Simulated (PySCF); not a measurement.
benzene (C6H6), SMILES c1ccccc1. Geometry: r2SCAN-D4/def2-SVP.

All values below come from r2SCAN-D4/def2-SVP (PySCF).

Harmonic wavenumbers (cm⁻¹): 411, 411, 616, 616, 682, 733, 861, 861, 988, 988, 1011, 1021, 1022, 1060, 1060, 1160, 1184, 1184, 1358, 1402, 1505, 1505, 1652, 1652, 3168, 3178, 3178, 3193, 3193, 3202. Rotational constants (GHz): 5.660, 5.660, 2.830; symmetry number 12.

### Question
Work out the zero-point energy and the ideal-gas rigid-rotor harmonic-oscillator thermochemistry at 298.15 K and 1 atm.

### Answer
ZPE = ½ Σ hcν = ½ × 44053 cm⁻¹ = 62.98 kcal/mol. H − E(el) = 66.33 kcal/mol. Entropy in cal/(mol K): translation 38.98, rotation 20.74, vibration 4.43, total 64.15. G − E(el) = 47.21 kcal/mol. Cp = 19.19 cal/(mol K).
